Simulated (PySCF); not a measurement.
C₄H₄OP (charge -1).
Bonds: P1–C2, C2–C3 (aromatic), C3–C4 (aromatic), C4–O5 (aromatic), O5–C6 (aromatic), C2–C6 (aromatic). Hydrogens: H7 on P1; H8 on C3; H9 on C4; H10 on C6.

The same species was optimised twice, with GFN2-xTB and with PBE0-D3(BJ)/def2-SVP (PySCF), and the same property calculations (PySCF, gas phase) were run on both structures.

```json
{"coordinate": "P1–C2 (Å)", "GFN2-xTB": "1.770", "PBE0-D3(BJ)/def2-SVP": "1.806", "change": "+0.036"}
{"coordinate": "C2–C3 (Å)", "GFN2-xTB": "1.432", "PBE0-D3(BJ)/def2-SVP": "1.454", "change": "+0.022"}
{"coordinate": "C2–C6 (Å)", "GFN2-xTB": "1.372", "PBE0-D3(BJ)/def2-SVP": "1.383", "change": "+0.011"}
{"coordinate": "O5–C6 (Å)", "GFN2-xTB": "1.374", "PBE0-D3(BJ)/def2-SVP": "1.383", "change": "+0.009"}
{"coordinate": "C3–C4 (Å)", "GFN2-xTB": "1.353", "PBE0-D3(BJ)/def2-SVP": "1.361", "change": "+0.008"}
{"coordinate": "C4–O5 (Å)", "GFN2-xTB": "1.349", "PBE0-D3(BJ)/def2-SVP": "1.343", "change": "-0.006"}
{"coordinate": "P1–C2–C6 (°)", "GFN2-xTB": "129.6", "PBE0-D3(BJ)/def2-SVP": "133.9", "change": "+4.3"}
{"coordinate": "P1–C2–C3 (°)", "GFN2-xTB": "126.0", "PBE0-D3(BJ)/def2-SVP": "123.6", "change": "-2.4"}
{"coordinate": "C3–C2–C6 (°)", "GFN2-xTB": "104.3", "PBE0-D3(BJ)/def2-SVP": "102.5", "change": "-1.8"}
{"coordinate": "C2–C3–C4 (°)", "GFN2-xTB": "107.0", "PBE0-D3(BJ)/def2-SVP": "108.1", "change": "+1.1"}
{"coordinate": "C2–C6–O5 (°)", "GFN2-xTB": "111.6", "PBE0-D3(BJ)/def2-SVP": "112.4", "change": "+0.8"}
{"coordinate": "C3–C4–O5 (°)", "GFN2-xTB": "111.5", "PBE0-D3(BJ)/def2-SVP": "111.0", "change": "-0.5"}
{"coordinate": "C4–O5–C6 (°)", "GFN2-xTB": "105.6", "PBE0-D3(BJ)/def2-SVP": "106.0", "change": "+0.4"}
```

Rotational constants: A = 9233, B = 2019, C = 1657 MHz (GFN2-xTB) against A = 9217, B = 1943, C = 1605 MHz (PBE0-D3(BJ)/def2-SVP). Point groups within 0.08 Å: Cs and Cs.

On the GFN2-xTB structure: HOMO (eV) 1.05 [PBE0/pcSseg-1]; LUMO (eV) 4.91 [PBE0/pcSseg-1]; GIAO shielding of P1 (ppm) 534.3 [PBE0/pcSseg-1]; GIAO shielding of C2 (ppm) 34.8 [PBE0/pcSseg-1]; GIAO shielding of C3 (ppm) 65.5 [PBE0/pcSseg-1]; GIAO shielding of C4 (ppm) 46.7 [PBE0/pcSseg-1]; GIAO shielding of O5 (ppm) 56.3 [PBE0/pcSseg-1]; GIAO shielding of C6 (ppm) 54.8 [PBE0/pcSseg-1].

Question: What do these properties become on the PBE0-D3(BJ)/def2-SVP structure?

Answer: 
| property | level | on GFN2-xTB | on PBE0-D3(BJ)/def2-SVP | change |
| --- | --- | --- | --- | --- |
| HOMO (eV) | PBE0/pcSseg-1 | 1.05 | 0.92 | -0.13 |
| LUMO (eV) | PBE0/pcSseg-1 | 4.91 | 4.87 | -0.04 |
| energy, GFN2-xTB geometry as zero (kcal/mol) | PBE0/pcSseg-1 | 0.0 | -2.4 | -2.4 |
| GIAO shielding of P1 (ppm) | PBE0/pcSseg-1 | 534.3 | 491.5 | -42.8 |
| GIAO shielding of C2 (ppm) | PBE0/pcSseg-1 | 34.8 | 31.5 | -3.3 |
| GIAO shielding of C3 (ppm) | PBE0/pcSseg-1 | 65.5 | 62.0 | -3.5 |
| GIAO shielding of C4 (ppm) | PBE0/pcSseg-1 | 46.7 | 46.7 | 0.0 |
| GIAO shielding of O5 (ppm) | PBE0/pcSseg-1 | 56.3 | 54.6 | -1.7 |
| GIAO shielding of C6 (ppm) | PBE0/pcSseg-1 | 54.8 | 51.5 | -3.3 |

The heavy atoms differ by 0.036 Å rms after alignment. Among bonds between heavy atoms P1–C2 changes most (+0.036 Å). Changes are differences of the printed values. Neither structure is proved a minimum here. The structure is a single PBE0-D3(BJ)/def2-SVP conformer in the gas phase; no vibrational or solvent corrections. The geometry's basis has no diffuse functions, a weakness for an anion.

Shape of the structure used: `[PH-:1][c:2]1[cH:3][cH:4][o:5][cH:6]1`: H–P1–C2–C3 180°.
